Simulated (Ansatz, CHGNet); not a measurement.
Elastic constant C11 (GPa) of solids drawn from the class of tetrahedrally bonded semiconductors and semimetals, at two levels: the machine-learned potential CHGNet-r²SCAN (trained on r²SCAN data), and r²SCAN (plane waves, PAW; Ansatz, a program for electronic structure).

| solid | CHGNet-r²SCAN | r²SCAN | shift (%) |
|---|---|---|---|
| zinc-blende BAs | 141 | 289 | +105 |
| zinc-blende CdS (metastable phase) | 43.5 | 72.8 | +67 |
| zinc-blende CdTe | 39.1 | 51.5 | +32 |
| zinc-blende ZnS | 103 | 108 | +4.9 |
| zinc-blende BP | 208 | 361 | +74 |
| cubic BN | 493 | 824 | +67 |
| zinc-blende CuI | 63.5 | 55.9 | -12.0 |
| zinc-blende InAs | 56.8 | 82.7 | +46 |
| zinc-blende GaSb | 27.6 | 86.5 | +213 |
| zinc-blende GaN (metastable phase) | 225 | 284 | +26 |

The shifts run from -12.0 % to +213 %, with a median of +56 %.

Of 10 rows, r²SCAN is the larger in 9 and the smaller in 1.

Ansatz's runs of these crystals have no spin polarisation.

Spin–orbit coupling is left out, also for the solids with elements from indium on (zinc-blende CdTe, zinc-blende CuI, zinc-blende InAs, zinc-blende GaSb); its size isn't shown.

Each level is taken at its own relaxed cell. Ansatz's density-functional and Hartree–Fock values are scalar-relativistic unless marked +SOC, with PAW data made under PBE.
